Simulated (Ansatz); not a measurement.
Problem. Name a neutral molecule of C, Cl, O and H with zero-point energy (PBE0-D4/def2-TZVP) between 325 and 341 kJ/mol and HOMO–LUMO gap (ωB97M-V/def2-TZVPP) between 12.20 and 12.50 eV (Ansatz, PBE0-D4/def2-TZVP geometry).

Solution. `CCOCCCl` (337.2 kJ/mol, 12.48 eV). Other molecules can fit too; these were computed, each in one conformer that needn't be the lowest.
